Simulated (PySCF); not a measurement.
PN: one state, many levels of theory

State: ¹Σ⁺ (singlet), closed shell. Set-up: basis P 6-31G(d,p), N 6-31G(d,p); no relativity; PySCF 2.14. De refers to P + N in their high-spin ground configurations, without counterpoise correction. A positive dipole means P(−)N(+).

```json
{"Level": "RHF", "Re (Å)": "1.455", "ωe (cm⁻¹)": "1591", "De (eV)": "1.37", "μ (D)": "-2.92"}
{"Level": "RHF-MP2", "Re (Å)": "1.537", "ωe (cm⁻¹)": "1154", "De (eV)": "5.73", "μ (D)": "n/a"}
{"Level": "RHF-SCS-MP2", "Re (Å)": "1.530", "ωe (cm⁻¹)": "1195", "De (eV)": "5.62", "μ (D)": "n/a"}
{"Level": "RHF-CCSD", "Re (Å)": "1.502", "ωe (cm⁻¹)": "1364", "De (eV)": "4.86", "μ (D)": "n/a"}
{"Level": "RHF-CCSD(T)", "Re (Å)": "1.513", "ωe (cm⁻¹)": "1309", "De (eV)": "5.23", "μ (D)": "n/a"}
{"Level": "LDA", "Re (Å)": "1.502", "ωe (cm⁻¹)": "1347", "De (eV)": "7.40", "μ (D)": "-2.33"}
{"Level": "PBE", "Re (Å)": "1.513", "ωe (cm⁻¹)": "1320", "De (eV)": "6.47", "μ (D)": "-2.26"}
{"Level": "r²SCAN", "Re (Å)": "1.499", "ωe (cm⁻¹)": "1376", "De (eV)": "5.68", "μ (D)": "-2.40"}
{"Level": "PBE0", "Re (Å)": "1.490", "ωe (cm⁻¹)": "1415", "De (eV)": "5.66", "μ (D)": "-2.47"}
{"Level": "r²SCAN0", "Re (Å)": "1.483", "ωe (cm⁻¹)": "1446", "De (eV)": "5.08", "μ (D)": "-2.57"}
{"Level": "MN15", "Re (Å)": "1.482", "ωe (cm⁻¹)": "1449", "De (eV)": "5.98", "μ (D)": "-2.44"}
```

Question: Which functional lies closest to RHF-CCSD(T) in De, which farthest, and by how much do they differ from it?

Answer: Closest is r²SCAN0 (-3.0 pm in Re, +10.5 % in ωe, -0.15 eV in De against RHF-CCSD(T) in the same basis), farthest LDA (-1.1 pm in Re, +2.9 % in ωe, +2.17 eV in De). CCSD(T) converges more slowly with the basis than the functionals do and binds too weakly in this one, so the order can change at the basis-set limit.

Question: What does a quarter of exact exchange do here, going from PBE to PBE0?

Answer: PBE0 less PBE: -2.3 pm in Re, +7.2 % in ωe, -0.81 eV in De. Exact exchange removes part of the self-interaction that spreads semilocal densities, and in most molecules shortens and stiffens the bond and lowers De; so it does here.

Question: What does the step from GGA to meta-GGA do here, going from PBE to r²SCAN?

Answer: r²SCAN less PBE: -1.4 pm in Re, +4.2 % in ωe, -0.79 eV in De. 

Measured (Huber and Herzberg, Constants of Diatomic Molecules (1979)): Re = 1.490866 Å, ωe = 1337.24 cm⁻¹.

Correlated steps freeze 6 core orbitals. Correlated levels converge slowly with the basis: in double zeta they bind strong bonds too weakly, by up to about 1 eV, and carry superposition errors of some tenths. Where the molecule has an RHF reference, its open-shell atoms are computed with UHF.
